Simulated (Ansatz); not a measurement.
Run this with Ansatz 0.2.0 through its Python package and show what comes out.

`field_c3h6s.py`:
```python
import ansatz as az
import numpy as np

c3h6s = (
    az.Crystal.molecule()
    .atom('S', (1.5291, -1.1054, -0.7361))
    .atom('C', (0.3213, -0.4288, 0.3128))
    .atom('C', (-1.0929, -0.2652, -0.1746))
    .atom('C', (-0.2305, 0.945, 0.0431))
    .atom('H', (2.6033, -0.5106, -0.196))
    .atom('H', (0.444, -0.7091, 1.3549))
    .atom('H', (-1.8945, -0.4535, 0.5305))
    .atom('H', (-1.3336, -0.5386, -1.1959))
    .atom('H', (0.1043, 1.488, -0.8336))
    .atom('H', (-0.4504, 1.578, 0.895))
)

job = (
    c3h6s.calculation()
    .basis(gaussian='def2-SVPD')
    .functional('B3LYP')
    .forces()
)
centre = np.mean([site.position_ang for site in c3h6s.cartesian_sites], axis=0)
field = 2 * 14.399645 * 2.0 / 30.0 ** 2


def dipole(axis, sign):
    arm = 30.0 * np.eye(3)[axis]
    pair = [{'charge': sign * 2.0, 'position_ang': (centre - arm).tolist()}, {'charge': -sign * 2.0, 'position_ang': (centre + arm).tolist()}]
    deck = job.input().set(az.key.basis.gaussian.point_charges, pair)
    return np.array(az.Session.from_dict(deck).plan().execute().report['charge_distribution']['dipole_moment_e_ang'])


print(f'field {field:.4f} V/A')
alpha = np.array([(dipole(axis, 1) - dipole(axis, -1)) / (2 * field) * 14.399645 for axis in range(3)])
print('polarisability tensor (A^3)')
print(np.array2string(alpha, precision=3, suppress_small=True))
print(f'mean {np.trace(alpha) / 3:.3f} A^3 = {np.trace(alpha) / 3 / 0.14818471:.2f} bohr^3')
```

```console
$ python field_c3h6s.py
field 0.0640 V/A
polarisability tensor (A^3)
[[ 9.36  -0.744 -0.391]
 [-0.749  8.236  0.266]
 [-0.389  0.262  7.431]]
mean 8.342 A^3 = 56.30 bohr^3
```

These settings explore the input space; basis and method may be short of convergence. The geometry is a force-field or estimated start, not a minimum of this method, and the basis set is short of its limit. The field of two point charges is only nearly even. b3lyp holds the VWN-RPA fit, as in Gaussian; the form of ORCA and Turbomole is b3lyp5. It ran for 36 s on 1 thread of Arm Neoverse V1 (shared host), peak memory 0.34 GiB.

(Lines on the test bed's own set-up are left out of the output.)
